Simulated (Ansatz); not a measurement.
## Ansatz (development build ahead of 0.2.0) run

```yaml
crystal:
  periodic: [false, false, false]
  atoms:
    - { symbol: S, position_ang: [0.0, 0.0, 0.0] }
    - { symbol: H, position_ang: [0.0, 2.8444, 1.6422] }
    - { symbol: O, position_ang: [0.0, -3.5764, 2.0648] }
basis:
  gaussian: { orbitals: pcseg-2 }
magnetization:
  initial_magnetization: 3
hamiltonian:
  xc: hf
```

The input is written out in the form of the current development build from the run's settings.

Output:

```json
{
 "Converged": "yes",
 "Total energy": "-472.72351 hartree",
 "Spin squared of the determinant": "3.750",
 "Stability test": "minimum among restricted orbitals"
}
```

Caution: an unrestricted determinant lies well below; other spin multiplicities may lie lower.
